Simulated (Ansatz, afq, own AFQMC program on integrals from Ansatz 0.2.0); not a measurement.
# BH4O (doublet): quantum Monte Carlo beside coupled cluster at distance B1–H4 along a hydrogen transfer = 1.389 Å, cc-pVTZ

Aim: compute BH4O (doublet) with auxiliary-field quantum Monte Carlo on the same integrals as coupled cluster, and set the energies side by side.

Computed with Ansatz 0.2.0, Gaussian basis, and an in-house AFQMC program (afq) on its integrals; all values are calculated. Level: cc-pVTZ, frozen cores.

Plan: PBE (unrestricted); r2SCAN (unrestricted); PBE0 (unrestricted); B3LYP (unrestricted); wB97M-V (unrestricted); CCSD(T) on UHF; B2PLYP (unrestricted); CCSD(T) on UHF; CCSD(T) on UHF; Phaseless AFQMC, CISD trial on UHF.

**1. The system**

The geometry derives from fragments relaxed apart (PBE0/def2-TZVP) and kept rigid, so it is no stationary point. A hydrogen atom is moved between rigid fragments.

6 atoms, charge 0, spin multiplicity 2.

Atoms are counted from 1 here; the program's logs count them from 0.

Bond lengths: B1–H2 1.193 Å, B1–H3 1.193 Å, B1–H4 1.389 Å, H4–O5 1.136 Å, O5–H6 0.973 Å. Angles: H2–B1–H3 120.0°, H2–B1–H4 120.0°, H3–B1–H4 120.0°, B1–H4–O5 180.0°, H4–O5–H6 105.0°.

Coordinates:

```xyz
6

B    -1.4070    0.0307    0.0000
H    -2.0037    1.0643    0.0000
H    -2.0037   -1.0029    0.0000
H    -0.0180    0.0307    0.0000
O     1.1180    0.0307    0.0000
H     1.3699   -0.9092    0.0000
```

**2. PBE (unrestricted)**

Input file in.yaml:

```yaml
crystal:
  periodic: [false, false, false]
  atoms:
    - {symbol: B, position_ang: [-1.406986, 0.030718, 0.000000]}
    - {symbol: H, position_ang: [-2.003719, 1.064290, 0.000000]}
    - {symbol: H, position_ang: [-2.003719, -1.002853, 0.000000]}
    - {symbol: H, position_ang: [-0.017986, 0.030718, 0.000000]}
    - {symbol: O, position_ang: [1.118014, 0.030718, 0.000000]}
    - {symbol: H, position_ang: [1.369873, -0.909232, 0.000000]}
basis:
  gaussian: {orbitals: cc-pVTZ}
magnetization: {spin_polarized: true, initial_magnetization: 1}
hamiltonian: {xc: {name: PBE}}
output: {orbitals: {seedname: orbitals}}
```

Launch:

```bash
ansatz run in.yaml --threads 1 --pin off --events-out ev --progress --plain --max-ram 5632MiB --backend cpu
```

Output:

```text
Functional definition: PBE
  name "PBE"
  cite "Perdew, Burke & Ernzerhof, Phys. Rev. Lett. 77, 3865 (1996) doi:10.1103/PhysRevLett.77.3865"
  parent pbe
  parameter kappa = 0.804
  parameter beta = 0.06672455060314922
  exchange = pbe_x(kappa = kappa, mu = beta*pi^2/3)
  correlation = pbe_c(beta = beta)
619 factors; their error is unknown
mean field evaluation 1: about -2777.2655 eV, gradient 3.8e1 eV
mean field evaluation 2: about -2700.3106 eV, gradient 1.1e2 eV
mean field evaluation 4: about -2782.1737 eV, gradient 6.2e0 eV
mean field evaluation 8: about -2782.3751 eV, gradient 1.3e-1 eV
mean field evaluation 16: about -2782.3568 eV, gradient 6.5e-5 eV
mean field -2782.35682121 eV, -102.2497272304 hartree, gradient 2.0e-5 eV, S^2 0.752845; 3 other end points of the search recorded, 0 dependent functions left out
reference -2782.35685502 eV, -102.2497284728 hartree; 9, 8 occupied and 107, 108 virtual orbitals, 619 factors
Total energy: -2782.35685502 eV, -102.2497284728 hartree
```

Run time: 2.5 s. Hardware: 1 thread of AMD EPYC 7R13 (Zen 3), shared host; peak memory 2.1 GiB.

From the report: ⟨S²⟩ of the determinant 0.753 (pure doublet: 0.75).

**3. r2SCAN (unrestricted)**

in.yaml, as its differences from that of step 2:

```diff
@@ -12,3 +12,2 @@
 magnetization: {spin_polarized: true, initial_magnetization: 1}
-hamiltonian: {xc: {name: PBE}}
-output: {orbitals: {seedname: orbitals}}
+hamiltonian: {xc: {name: r2SCAN}}
```

The command is unchanged.

Output:

```text
Functional definition: r2SCAN
  name "r2SCAN"
  cite "Furness, Kaplan, Ning, Perdew & Sun, J. Phys. Chem. Lett. 11, 8208 (2020) doi:10.1021/acs.jpclett.0c02405"
  cite "Furness, Kaplan, Ning, Perdew & Sun, J. Phys. Chem. Lett. 11, 9248 (2020) doi:10.1021/acs.jpclett.0c03077"
  parent r2scan
  parameter k0 = 0.174
  parameter k1 = 0.065
  parameter a1 = 4.9479
  exchange = r2scan_x(k0 = k0, k1 = k1, a1 = a1)
  correlation = r2scan_c
619 factors; their error is unknown
mean field evaluation 1: about -2780.0241 eV, gradient 3.6e1 eV
mean field evaluation 2: about -2714.3692 eV, gradient 1.0e2 eV
mean field evaluation 4: about -2784.2332 eV, gradient 4.7e0 eV
mean field evaluation 8: about -2784.3559 eV, gradient 1.4e-1 eV
mean field evaluation 16: about -2784.3369 eV, gradient 1.2e-4 eV
mean field -2784.33689044 eV, -102.3224934322 hartree, gradient 4.0e-5 eV, S^2 0.756501; 0 other end points of the search recorded, 0 dependent functions left out
reference -2784.33690249 eV, -102.3224938751 hartree; 9, 8 occupied and 107, 108 virtual orbitals, 619 factors
Total energy: -2784.33690249 eV, -102.3224938751 hartree
```

It took 2.4 s on 1 thread of AMD EPYC 7R13 (Zen 3), shared host; peak memory 2.1 GiB.

From the report: ⟨S²⟩ of the determinant 0.757 (pure doublet: 0.75).

**4. PBE0 (unrestricted)**

in.yaml, as its differences from that of step 3:

```diff
@@ -12,2 +12,3 @@
 magnetization: {spin_polarized: true, initial_magnetization: 1}
-hamiltonian: {xc: {name: r2SCAN}}
+hamiltonian: {xc: {name: PBE0}}
+output: {orbitals: {seedname: orbitals}}
```

The command is unchanged.

Output:

```text
Functional definition: PBE0
  name "PBE0"
  cite "Adamo & Barone, J. Chem. Phys. 110, 6158 (1999) doi:10.1063/1.478522"
  cite "Perdew, Burke & Ernzerhof, Phys. Rev. Lett. 77, 3865 (1996) doi:10.1103/PhysRevLett.77.3865"
  parent pbe
  parameter a = 0.25
  parameter kappa = 0.804
  parameter beta = 0.06672455060314922
  exchange = (1 - a)*pbe_x(kappa = kappa, mu = beta*pi^2/3) + a*exact_x
  correlation = pbe_c(beta = beta)
619 factors; their error is unknown
mean field evaluation 1: about -2778.7586 eV, gradient 3.3e1 eV
mean field evaluation 2: about -2747.7842 eV, gradient 8.6e1 eV
mean field evaluation 4: about -2782.4640 eV, gradient 2.4e0 eV
mean field evaluation 8: about -2782.4961 eV, gradient 2.4e-1 eV
mean field evaluation 16: about -2782.4962 eV, gradient 3.9e-5 eV
mean field -2782.49623558 eV, -102.2548506138 hartree, gradient 3.9e-5 eV, S^2 0.755832; 0 other end points of the search recorded, 0 dependent functions left out
reference -2782.49626131 eV, -102.2548515593 hartree; 9, 8 occupied and 107, 108 virtual orbitals, 619 factors
Total energy: -2782.49626131 eV, -102.2548515593 hartree
```

Wall time 1.4 s (1 thread of AMD EPYC 7R13 (Zen 3), shared host); peak memory 2.1 GiB.

From the report: ⟨S²⟩ of the determinant 0.756 (pure doublet: 0.75).

**5. B3LYP (unrestricted)**

in.yaml, as its differences from that of step 4:

```diff
@@ -12,3 +12,2 @@
 magnetization: {spin_polarized: true, initial_magnetization: 1}
-hamiltonian: {xc: {name: PBE0}}
-output: {orbitals: {seedname: orbitals}}
+hamiltonian: {xc: {name: B3LYP}}
```

Launched as before.

Output, shortened:

```text
Functional definition: B3LYP
  name "B3LYP"
  cite "Stephens, Devlin, Chabalowski & Frisch, J. Phys. Chem. 98, 11623 (1994) doi:10.1021/j100096a001"
  cite "Becke, Phys. Rev. A 38, 3098 (1988) doi:10.1103/PhysRevA.38.3098"
  cite "Lee, Yang & Parr, Phys. Rev. B 37, 785 (1988) doi:10.1103/PhysRevB.37.785"
  cite "Vosko, Wilk & Nusair, Can. J. Phys. 58, 1200 (1980) doi:10.1139/p80-159"
[...]
619 factors; their error is unknown
[...]
mean field -2786.25617996 eV, -102.3930260212 hartree, gradient 3.6e-5 eV, S^2 0.754682; 0 other end points of the search recorded, 0 dependent functions left out
reference -2786.25638645 eV, -102.3930336097 hartree; 9, 8 occupied and 107, 108 virtual orbitals, 619 factors
Total energy: -2786.25638645 eV, -102.3930336097 hartree
```

It took 1.4 s on 1 thread of AMD EPYC 7R13 (Zen 3), shared host; peak memory 2.1 GiB.

From the report: ⟨S²⟩ of the determinant 0.755 (pure doublet: 0.75).

**6. wB97M-V (unrestricted)**

in.yaml, as its differences from that of step 5:

```diff
@@ -12,2 +12,3 @@
 magnetization: {spin_polarized: true, initial_magnetization: 1}
-hamiltonian: {xc: {name: B3LYP}}
+hamiltonian: {xc: {name: wB97M-V}}
+output: {orbitals: {seedname: orbitals}}
```

Launched as before.

Output, shortened:

```text
Functional definition: wB97M-V
  name "wB97M-V"
  cite "Mardirossian & Head-Gordon, J. Chem. Phys. 144, 214110 (2016) doi:10.1063/1.4952647"
  cite "Becke, J. Chem. Phys. 107, 8554 (1997) doi:10.1063/1.475007"
  cite "Vydrov & Van Voorhis, J. Chem. Phys. 133, 244103 (2010) doi:10.1063/1.3521275"
  # Of w^i u^j: cxij and so on, Table III.
[...]
  gx(w, u) = 1 - cx + cx01*u + cx10*w
  gss(w, u) = css00 + css04*u^4 + css10*w + css20*w^2 + css43*w^4*u^3
  gos(w, u) = cos00 + cos10*w + (cos20 + cos21*u)*w^2 + (cos60 + cos61*u)*w^6
[...]
      + integral(e_c_pw_mod_opposite_spin*gos(b97_w_opposite, b97_u_opposite)) + vv10(b, c)
619 factors; their error is unknown
150 factors; integrals over basis functions are off by at most 1.6e-5 eV
[...]
mean field -2784.27021564 eV, -102.3200431785 hartree, gradient 5.2e-5 eV, S^2 0.754272; 0 other end points of the search recorded, 0 dependent functions left out
reference -2784.27025644 eV, -102.3200446781 hartree; 9, 8 occupied and 107, 108 virtual orbitals, 619 factors
Total energy: -2784.27025644 eV, -102.3200446781 hartree
```

Run time: 4.5 s. Hardware: 1 thread of AMD EPYC 7R13 (Zen 3), shared host; peak memory 2.1 GiB.

From the report: ⟨S²⟩ of the determinant 0.754 (pure doublet: 0.75).

**7. CCSD(T) on UHF**

in.yaml, as its differences from that of step 6:

```diff
@@ -12,3 +12,2 @@
 magnetization: {spin_polarized: true, initial_magnetization: 1}
-hamiltonian: {xc: {name: wB97M-V}}
-output: {orbitals: {seedname: orbitals}}
+correlation: {method: ccsd_t, electrons: outside_noble_gas, hamiltonian_folder: ham}
```

Launch:

```bash
ansatz run in.yaml --threads 1 --pin off --events-out ev --progress --plain --max-ram 16896MiB --backend cuda --devices 0, --max-vram 18GiB
```

Output, shortened:

```text
Functional definition: HF
  name "HF"
  cite "Fock, Z. Phys. 61, 126 (1930) doi:10.1007/BF01340294"
  parent pbe
[...]
665 factors; integrals over basis functions are off by at most 1.4e-3 eV
[...]
mean field -2769.51234428 eV, -101.7777014096 hartree, gradient 9.3e-6 eV, S^2 0.777450; 8 other end points of the search recorded, 0 dependent functions left out
determinant -2769.51234428 eV, -101.7777014096 hartree, with singles and doubles -2780.07456219 eV, -102.1658557582 hartree
determinant -2767.12908550 eV, -101.6901182647 hartree, with singles and doubles -2778.03677580 eV, -102.0909684896 hartree
determinant -2767.07576592 eV, -101.6881588061 hartree, with singles and doubles -2777.11089922 eV, -102.0569431530 hartree
determinant -2764.80949608 eV, -101.6048749256 hartree, with singles and doubles -2774.53441968 eV, -101.9622592764 hartree
2 core orbitals not correlated: weight in the atoms' cores, before any rotation towards them, 1.000 or more for the frozen orbitals, at most 0.000 for the correlated occupied ones
reference -2769.51234428 eV, -101.7777014096 hartree; 7, 6 occupied and 107, 108 virtual orbitals, 665 factors
second order -9.72788031 eV of doubles, -0.00000000 eV of singles
cycle   1  -10.41628817 eV  change   -9.3e-1 eV  update   2.1e-2
[...]
cycle  10  -10.44140389 eV  change    8.4e-6 eV  update   8.3e-6
perturbative correction -0.32981306 eV, -0.0121204065 hartree
Total energy: -2780.28356124 eV, -102.1735363316 hartree
```

It took 15 s on 1 × NVIDIA H100 80GB HBM3 with 1 thread of AMD EPYC 7R13 (Zen 3), shared host; peak host memory 2.1 GiB.

From the report: ⟨S²⟩ of the determinant 0.777 (pure doublet: 0.75); correlation -10.7712 eV; T1 0.017; largest double amplitude 0.04.

This run also writes the integrals to the folder ham.

**8. B2PLYP (unrestricted)**

in.yaml, as its differences from that of step 7:

```diff
@@ -12,2 +12,3 @@
 magnetization: {spin_polarized: true, initial_magnetization: 1}
-correlation: {method: ccsd_t, electrons: outside_noble_gas, hamiltonian_folder: ham}
+hamiltonian: {xc: {name: B2PLYP}}
+correlation: {electrons: outside_noble_gas}
```

Launch:

```bash
ansatz run in.yaml --threads 1 --pin off --events-out ev --progress --plain --max-ram 5632MiB --backend cpu
```

Output, shortened:

```text
Functional definition: B2PLYP
  name "B2PLYP"
  cite "Grimme, J. Chem. Phys. 124, 034108 (2006) doi:10.1063/1.2148954"
  cite "Becke, Phys. Rev. A 38, 3098 (1988) doi:10.1103/PhysRevA.38.3098"
  cite "Lee, Yang & Parr, Phys. Rev. B 37, 785 (1988) doi:10.1103/PhysRevB.37.785"
[...]
665 factors; integrals over basis functions are off by at most 1.4e-3 eV
[...]
mean field -2780.44162823 eV, -102.1793451864 hartree, gradient 5.7e-6 eV, S^2 0.761569; 0 other end points of the search recorded, 0 dependent functions left out
2 core orbitals not correlated: weight in the atoms' cores, before any rotation towards them, 1.000 or more for the frozen orbitals, at most 0.000 for the correlated occupied ones
reference -2780.44175899 eV, -102.1793499916 hartree; 7, 6 occupied and 107, 108 virtual orbitals, 665 factors
second order -11.83326895 eV of doubles, -0.00000000 eV of singles
Total energy: -2783.63674160 eV, -102.2967634372 hartree
```

It took 2.3 s on 1 thread of AMD EPYC 7R13 (Zen 3), shared host; peak memory 2.1 GiB.

From the report: ⟨S²⟩ of the determinant 0.762 (pure doublet: 0.75).

**9. CCSD(T) on UHF**

in.yaml, as its differences from that of step 8:

```diff
@@ -10,5 +10,4 @@
 basis:
-  gaussian: {orbitals: cc-pVTZ}
+  gaussian: {orbitals: def2-TZVPP}
 magnetization: {spin_polarized: true, initial_magnetization: 1}
-hamiltonian: {xc: {name: B2PLYP}}
-correlation: {electrons: outside_noble_gas}
+correlation: {method: ccsd_t, electrons: outside_noble_gas}
```

Launch:

```bash
ansatz run in.yaml --threads 1 --pin off --events-out ev --progress --plain --max-ram 16896MiB --backend cuda --devices 0, --max-vram 18GiB
```

Output, shortened:

```text
Functional definition: HF
  name "HF"
  cite "Fock, Z. Phys. 61, 126 (1930) doi:10.1007/BF01340294"
  parent pbe
[...]
701 factors; integrals over basis functions are off by at most 1.1e-3 eV
[...]
mean field -2769.65590728 eV, -101.7829772524 hartree, gradient 7.5e-6 eV, S^2 0.777466; 8 other end points of the search recorded, 0 dependent functions left out
determinant -2769.65590728 eV, -101.7829772524 hartree, with singles and doubles -2780.20370410 eV, -102.1706016359 hartree
determinant -2767.25226846 eV, -101.6946451548 hartree, with singles and doubles -2778.13894443 eV, -102.0947231178 hartree
determinant -2767.19421830 eV, -101.6925118507 hartree, with singles and doubles -2777.19607171 eV, -102.0600731842 hartree
determinant -2764.93446509 eV, -101.6094674523 hartree, with singles and doubles -2774.62283738 eV, -101.9655085668 hartree
2 core orbitals not correlated: weight in the atoms' cores, before any rotation towards them, 1.000 or more for the frozen orbitals, at most 0.000 for the correlated occupied ones
reference -2769.65590728 eV, -101.7829772524 hartree; 7, 6 occupied and 109, 110 virtual orbitals, 701 factors
second order -9.70936548 eV of doubles, -0.00000000 eV of singles
cycle   1  -10.40561012 eV  change   -8.8e-1 eV  update   2.0e-2
[...]
cycle  10  -10.42650093 eV  change    6.8e-6 eV  update   7.6e-6
perturbative correction -0.32824756 eV, -0.0120628752 hartree
Total energy: -2780.41065577 eV, -102.1782069694 hartree
```

Wall time 14 s (1 × NVIDIA H100 80GB HBM3 with 1 thread of AMD EPYC 7R13 (Zen 3), shared host); peak host memory 2.1 GiB.

From the report: ⟨S²⟩ of the determinant 0.777 (pure doublet: 0.75); correlation -10.7547 eV; T1 0.017; largest double amplitude 0.03.

**10. CCSD(T) on UHF**

in.yaml, as its differences from that of step 9:

```diff
@@ -10,3 +10,3 @@
 basis:
-  gaussian: {orbitals: def2-TZVPP}
+  gaussian: {orbitals: "def2-QZVPP.json"}
 magnetization: {spin_polarized: true, initial_magnetization: 1}
```

Launched as before.

Output, shortened:

```text
Functional definition: HF
  name "HF"
  cite "Fock, Z. Phys. 61, 126 (1930) doi:10.1007/BF01340294"
  parent pbe
[...]
1414 factors; integrals over basis functions are off by at most 1.3e-3 eV
[...]
mean field -2769.80521217 eV, -101.7884641058 hartree, gradient 7.1e-6 eV, S^2 0.777698; 8 other end points of the search recorded, 0 dependent functions left out
determinant -2769.80521217 eV, -101.7884641058 hartree, with singles and doubles -2781.08885901 eV, -102.2031304788 hartree
determinant -2767.38747981 eV, -101.6996140803 hartree, with singles and doubles -2778.99303997 eV, -102.1261105497 hartree
determinant -2767.33136263 eV, -101.6975518119 hartree, with singles and doubles -2778.03348213 eV, -102.0908474495 hartree
determinant -2765.07833689 eV, -101.6147546433 hartree, with singles and doubles -2775.44210554 eV, -101.9956161164 hartree
2 core orbitals not correlated: weight in the atoms' cores, before any rotation towards them, 1.000 or more for the frozen orbitals, at most 0.000 for the correlated occupied ones
reference -2769.80521217 eV, -101.7884641058 hartree; 7, 6 occupied and 225, 226 virtual orbitals, 1414 factors
second order -10.44669934 eV of doubles, -0.00000000 eV of singles
cycle   1  -11.00746829 eV  change    -1.0e0 eV  update   2.4e-2
[...]
cycle  10  -11.04085668 eV  change    8.6e-6 eV  update   8.9e-6
perturbative correction -0.37958772 eV, -0.0139495915 hartree
Total energy: -2781.22565657 eV, -102.2081576966 hartree
```

Wall time 25 s (1 × NVIDIA H100 80GB HBM3 with 1 thread of AMD EPYC 7R13 (Zen 3), shared host); peak host memory 2.1 GiB.

From the report: ⟨S²⟩ of the determinant 0.778 (pure doublet: 0.75); correlation -11.4204 eV; T1 0.018; largest double amplitude 0.02.

**11. Phaseless AFQMC, CISD trial on UHF**

It reads the integrals that the CCSD(T) run on this determinant wrote.

Launch:

```bash
afq ham --method phaseless --trial cisd --walkers 600 --populations 10 --least-time 60 --time-step 0.005 --steps-per-block 50 --equilibration-blocks 28 --max-blocks 4000 --target-error 0.00021 --factor-cut 1e-05 --start spin_pure --seed 8063 --release-times 0.24,0.51,0.99,1.62,2.4 --release-step 0.03 --release-every 3 --taylor-order 6
```

Output:

```text
orbitals 114  electrons 7 6  factors 665 of 665
reference energy -101.77770141 Eh
CCSD correlation -0.38371473 Eh in 13 cycles, weight of the determinant in the CISD state 0.8812
energy of the start -102.159642 Eh
 block  time / (1/Eh)  mean weight  energy / Eh
     1     0.250  0.9993  -102.159324
     2     0.500  0.9984  -102.165565
     3     0.750  1.0012  -102.168061
     4     1.000  1.0000  -102.169366
     5     1.250  1.0006  -102.169369
     6     1.500  0.9999  -102.171052
     7     1.750  0.9994  -102.173512
     8     2.000  0.9992  -102.170047
     9     2.250  1.0008  -102.171989
    10     2.500  1.0010  -102.172581
    11     2.750  0.9992  -102.175043
    16     4.000  1.0008  -102.172602
    21     5.250  1.0008  -102.173965
    26     6.500  1.0004  -102.183433
    31     7.750  0.9998  -102.174971
    36     9.000  0.9993  -102.173193
    41    10.250  1.0001  -102.172254
    46    11.500  0.9992  -102.171885
    51    12.750  1.0008  -102.177467
    56    14.000  0.9990  -102.173339
    61    15.250  0.9994  -102.170867
    66    16.500  1.0013  -102.173679
    71    17.750  1.0006  -102.172033
    76    19.000  0.9997  -102.169164
    81    20.250  1.0003  -102.173082
    86    21.500  0.9986  -102.175216
    91    22.750  0.9996  -102.173528
    96    24.000  1.0008  -102.173176
   101    25.250  1.0005  -102.175235
   106    26.500  0.9998  -102.173485
   111    27.750  1.0002  -102.172693
   116    29.000  1.0014  -102.174396
   121    30.250  0.9985  -102.173539
   126    31.500  1.0005  -102.176309
   131    32.750  1.0002  -102.174904
   136    34.000  0.9996  -102.175022
   141    35.250  0.9989  -102.175363
   146    36.500  1.0003  -102.175674
   151    37.750  1.0007  -102.177140
   156    39.000  1.0001  -102.174354
   161    40.250  1.0003  -102.176791
   166    41.500  0.9992  -102.178248
   171    42.750  0.9993  -102.173117
   176    44.000  0.9998  -102.173529
   181    45.250  0.9997  -102.174735
   186    46.500  0.9996  -102.177738
   191    47.750  1.0013  -102.171439
   196    49.000  1.0005  -102.174607
   201    50.250  0.9993  -102.173780
   206    51.500  1.0023  -102.176815
   211    52.750  1.0002  -102.172147
   216    54.000  1.0013  -102.174467
   221    55.250  0.9991  -102.175348
   226    56.500  1.0000  -102.174978
error from the spread of 10 populations
released: time / (1/Eh)  energy / Eh  error  mean overlap
  0.24  -102.174397  0.000089  0.9970
  0.51  -102.174528  0.000198  0.9891
  0.99  -102.175223  0.000198  0.9758
  1.62  -102.175086  0.000203  0.9655
  2.40  -102.175204  0.000613  0.9398
energy -102.174426 +/- 0.000245 Eh
```

Wall time 3.8 min (1 × NVIDIA H100 80GB HBM3 with 2 threads of AMD EPYC 7R13 (Zen 3), shared host); peak host memory 2.1 GiB.

Energy -2780.3078 ± 0.0067 eV. Caveats: constraint bias not in the error.

**12. AFQMC on the ladder**

On the UHF determinant, counted from CCSD(T) (a yardstick, not exact):

| level | energy (eV) | from CCSD(T) (meV) | statistical error (meV) | time |
| --- | --- | --- | --- | --- |
| HF | -2769.5123 | +10771.2 |  |  |
| MP2 | -2779.2402 | +1043.3 |  |  |
| CCSD | -2779.9537 | +329.8 |  |  |
| CCSD(T) | -2780.2836 | 0.0 |  |  |
| Phaseless AFQMC, CISD trial, step 0.005, 600 walkers | -2780.3078 | -24.2 | 6.7 | 3.8 min |

The functionals' totals stand on their own zeros and serve differences with other points: PBE -2782.357 eV; r2SCAN -2784.337 eV; PBE0 -2782.496 eV; B3LYP -2786.256 eV; wB97M-V -2784.270 eV; B2PLYP -2783.637 eV.

**13. Outcome**

```
                                       quantity            value
Phaseless AFQMC, CISD trial on UHF from CCSD(T)  -24.2 ± 6.7 meV
```

**Reading.** On UHF the phaseless walk with the CISD trial lies -24.2 meV from CCSD(T), 4 times its error bar. Error bars are statistical and leave out the constraint, the time step and what remains of the start.
